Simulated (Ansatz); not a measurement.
`C/C=C(\F)CS`. Total charge 0; spin multiplicity 1. Geometry: relaxed with PBE0-D4/def2-TZVP. It is one conformer, not always the lowest.

```xyz
13

C    -0.379    1.399   -1.650
C    -0.208    0.097   -0.950
C    -0.134   -0.066    0.362
F    -0.219    0.999    1.187
C     0.037   -1.331    1.108
S     1.630   -1.456    1.981
H    -0.450    2.226   -0.945
H     0.464    1.592   -2.320
H    -1.281    1.395   -2.268
H    -0.130   -0.804   -1.548
H     0.017   -2.172    0.414
H    -0.773   -1.466    1.828
H     1.426   -0.413    2.800
```

Problem. What is the dipole moment at r2SCAN/def2-TZVPP? (An estimate is asked.)

Solution. Computed: 1.64 D, with components (-1.18, -0.20, -1.13) D in this frame, pointing from negative to positive charge.

Problem. And with PBE, B3LYP, ωB97M-V? (An estimate is asked.)

Solution. The calculation gave: PBE 1.57 D, B3LYP 1.62 D, ωB97M-V 1.58 D.

Problem. Give the Mulliken charges with r2SCAN, PBE, ωB97M-V in def2-TZVPP. (Estimate.)

Solution. Computed: 
```tsv
atom	r2SCAN	PBE	ωB97M-V
C1	-0.10	-0.22	-0.27
C2	-0.12	-0.16	-0.14
C3	0.18	0.19	0.20
F4	-0.23	-0.18	-0.22
C5	-0.01	-0.12	-0.19
S6	-0.19	-0.19	-0.16
H7	0.06	0.09	0.10
H8	0.05	0.09	0.11
H9	0.05	0.09	0.11
H10	0.07	0.08	0.10
H11	0.06	0.10	0.11
H12	0.08	0.12	0.14
H13	0.10	0.11	0.12
```

B3LYP here is the variant with VWN-RPA as its local correlation; programs differ in this.
